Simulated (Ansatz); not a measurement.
Input file:

```yaml
crystal:
  periodic: [false, false, false]
  atoms:
    - {symbol: Al, position_ang: [0.000000, -0.030615, -1.185514]}
    - {symbol: Al, position_ang: [0.000000, -0.030615, 1.359586]}
    - {symbol: H, position_ang: [0.000000, 3.088059, -2.758703]}
    - {symbol: H, position_ang: [0.000000, -1.449015, -1.901014]}
basis:
  gaussian: {orbitals: 6-31G}
magnetization: {spin_polarized: false, initial_magnetization: 2}
correlation: {method: fic_nevpt4_sd, electrons: outside_noble_gas, active_space: {window: {electrons: 8, orbitals: 5}}}
```

```sh
$ ansatz run in.yaml --threads 1 --pin off --events-out ev --progress --plain --max-ram 2393MiB
```

Output:

```
341 factors; integrals over basis functions are off by at most 2.0e-4 eV
mean field evaluation 1: about -13188.0494 eV, gradient 9.5e0 eV
mean field evaluation 2: about -13188.0526 eV, gradient 9.5e0 eV
mean field evaluation 4: about -13190.4237 eV, gradient 3.6e0 eV
mean field evaluation 8: about -13191.3984 eV, gradient 1.3e0 eV
mean field evaluation 16: about -13191.4376 eV, gradient 2.6e-5 eV
mean field evaluation 32: about -13191.4862 eV, gradient 2.5e-1 eV
mean field evaluation 64: about -13186.4010 eV, gradient 1.9e1 eV
mean field evaluation 96: about -13189.6810 eV, gradient 1.3e-1 eV
mean field evaluation 128: about -13191.4917 eV, gradient 8.8e-2 eV
mean field evaluation 160: about -13191.4725 eV, gradient 7.9e-1 eV
mean field evaluation 192: about -13191.4375 eV, gradient 4.3e-2 eV
mean field -13191.49289556 eV, -484.7784223967 hartree, gradient 2.0e-6 eV, S^2 2.000000; 11 other end points of the search recorded, 0 dependent functions left out
reference -13191.49289556 eV, -484.7784223967 hartree; 15, 13 occupied and 15, 17 virtual orbitals, 341 factors
state -13191.49312895 eV, -484.7784309739 hartree
state -13191.49312895 eV, -484.7784309739 hartree; corrected -13193.46338471 eV, -484.8508365376 hartree
state -13189.68123148 eV, -484.7118449700 hartree
state -13189.68123148 eV, -484.7118449700 hartree; corrected -13192.75688588 eV, -484.8248731842 hartree
state -13191.49312895 eV, -484.7784309739 hartree; corrected -13193.46338471 eV, -484.8508365376 hartree
Total energy: -13193.46338471 eV, -484.8508365376 hartree
```

Natural occupations: 2.0000 2.0000 2.0000 1.0000 1.0000.

Ran on 1 thread of Intel Xeon 6975P-C, shared host: 1.6 s wall, 0.21 GiB peak host memory.
